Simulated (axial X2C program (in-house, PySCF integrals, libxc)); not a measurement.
**Nuclear properties of FSiF⁺**

Computed with an in-house all-electron X2C program for linear molecules (integrals from PySCF): two-component X2C with atomic mean-field Coulomb and Gaunt terms, Gaussian nuclei, basis F dyall-av3z, Si dyall-v3z with contracted cores.

F–Si–F held linear, with bonds 1.561 and 1.561 Å (near the PBE0 minimum at charge 1 of the determinant lowest at the starting distance; the state shown can have its own minimum elsewhere, held linear; other orders of the atoms were not compared).

Determinant lowest in the PBE0 search, Ω = 1/2 (⟨Sz⟩ = 0.50, ⟨Lz⟩ = 0.00 at PBE0), spin on the atoms F 0.08, Si 0.34, F 0.08:

| level | A∥/gI F (MHz) | qzz F (a.u.) | A∥/gI Si (MHz) | qzz Si (a.u.) |
| --- | --- | --- | --- | --- |
| PBE0 | 289 | 0.84 | 2070 | -1.76 |
| HF | 335 | 0.86 | 2290 | -1.98 |
| PBE | 273 | 0.81 | 1980 | -1.65 |

A∥ (defined per Ω) follows by multiplying with gI = μI/(I μN); qzz is the electric field gradient, eQq0 = 234.96 MHz × Q/barn × qzz. The operators were transformed with the bare-nucleus X2C matrices; with these basis sets, hyperfine constants and field gradients can be off by tens of per cent, and where levels differ in sign neither size nor sign is settled.

Question: With gI(19F) = 5.2577, gI(29Si) = -1.1106 (g factors from the IAEA table of nuclear moments by Stone), turn the PBE0 values of the first state into constants in MHz.

Answer: A∥(19F) = 289 × 5.2577 = 1520 MHz; A∥(29Si) = 2070 × -1.1106 = -2300 MHz.

The molecule was held linear; bending was not examined, so a bent shape may lie lower.

Each state is one determinant with collinear spin. Unrestricted Hartree–Fock can overshoot spin polarisation at the nuclei. The search compared states at one distance, so a state with another bond length can lie lower.
